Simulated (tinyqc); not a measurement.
Inside a calculation. Method: RKS/PBE0 in the sto-3g basis, for HF, spin multiplicity 1. One step of it, computed by the program tinyqc.

Question. Orthogonalisation. S = U s U^T; symmetric (Loewdin) form X = U s^(-1/2) U^T, so that X^T S X = 1.

overlap S:
```
           1F 1s     1F 2s    1F 2px    1F 2py    1F 2pz     2H 1s
1F 1s   1.000000  0.237990  0.000000  0.000000  0.000000  0.009754
1F 2s   0.237990  1.000000  0.000000  0.000000  0.000000  0.128389
1F 2px  0.000000  0.000000  1.000000  0.000000  0.000000  0.000000
1F 2py  0.000000  0.000000  0.000000  1.000000  0.000000  0.000000
1F 2pz  0.000000  0.000000  0.000000  0.000000  1.000000  0.122424
2H 1s   0.009754  0.128389  0.000000  0.000000  0.122424  1.000000
```

Give: eigenvalues of S; X.

Answer.

eigenvalues of S: 0.727  0.890  1.000  1.000  1.101  1.282

X:
```
         1F 1s   1F 2s  1F 2px  1F 2py  1F 2pz   2H 1s
1F 1s    1.022  -0.124   0.000   0.000  -0.001   0.007
1F 2s   -0.124   1.029   0.000   0.000   0.006  -0.067
1F 2px   0.000   0.000   1.000   0.000   0.000   0.000
1F 2py   0.000   0.000   0.000   1.000   0.000   0.000
1F 2pz  -0.001   0.006   0.000   0.000   1.006  -0.062
2H 1s    0.007  -0.067   0.000   0.000  -0.062   1.012
```
